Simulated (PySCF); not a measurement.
# Ionising AlS

r²SCAN; PySCF, no relativity, basis sets Al aug-pcseg-1, S aug-pcseg-1. Neutral (UKS): doublet (σ ↑), Re = 2.036 Å, ωe = 632 cm⁻¹, De = 4.45 eV, HOMO -6.34 eV, LUMO -4.78 eV.

AlS⁻ (UKS): singlet (closed shell), Re = 2.107 Å, ωe = 566 cm⁻¹, De = 4.83 eV to Al + S⁻. The energies at the minima are -640.53397 hartree for AlS and -640.62762 for AlS⁻.

(1) Work out the adiabatic electron affinity, without and with harmonic zero-point energies (1 hartree = 27.2114 eV, 1 eV = 8065.5 cm⁻¹), and the change of the bond length.

For an ion De counts to the pair picked by the measured ionisation energies or electron affinities, which need not be the lowest pair at this level. States were picked by a PBE0 search and need not be the measured ground states.

Answers

(1) At r²SCAN: 0.09365 hartree = 2.548 eV between the minima; the zero-point term (632.0 − 566.0)/2 cm⁻¹ = +0.004 eV makes it 2.552 eV. Re changes by +7.1 pm against the neutral. The electron enters a σ orbital; the charge polarises the partner, so the anion is bound more strongly.
